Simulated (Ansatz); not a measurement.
A single point on BF₂ (`F[B]F`) radical.

```yaml
crystal:
  periodic: [false, false, false]
  atoms:
    - {symbol: F, position_ang: [0.513056, -1.044331, 0.159989]}
    - {symbol: B, position_ang: [0.278958, 0.240495, 0.181287]}
    - {symbol: F, position_ang: [-0.802914, 0.738936, -0.354576]}
basis:
  gaussian: {orbitals: def2-TZVPP}
magnetization: {spin_polarized: true, initial_magnetization: 1}
hamiltonian: {xc: pbe}
correlation: {method: rpa}
```

```sh
$ ansatz run in.yaml --threads 2 --pin off --events-out ev --progress --plain
```

It prints (some lines left out):

```
Functional definition: PBE
620 factors; integrals over basis functions are off by at most 9.3e-4 eV
mean field evaluation 1: about -6105.4169 eV, gradient 2.8e1 eV
mean field evaluation 2: about -6105.4150 eV, gradient 2.8e1 eV
mean field evaluation 4: about -6107.3106 eV, gradient 4.7e0 eV
mean field evaluation 8: about -6107.3992 eV, gradient 1.8e-2 eV
mean field evaluation 16: about -6107.3992 eV, gradient 1.8e-6 eV
mean field -6107.39920473 eV, -224.4427810301 hartree, gradient 1.8e-6 eV, S^2 0.751916; 0 other end points of the search recorded, 0 dependent functions left out
3 core orbitals not correlated: weight in the atoms' cores, before any rotation towards them, 1.000 or more for the frozen orbitals, at most 0.000 for the correlated occupied ones
reference -6086.74699389 eV, -223.6838262800 hartree; 9, 8 occupied and 81, 82 virtual orbitals, 620 factors
Total energy: -6110.19767103 eV, -224.5456227697 hartree
```

Run time 1.7 s (2 threads of a server CPU on a shared host); peak host memory 0.16 GiB.
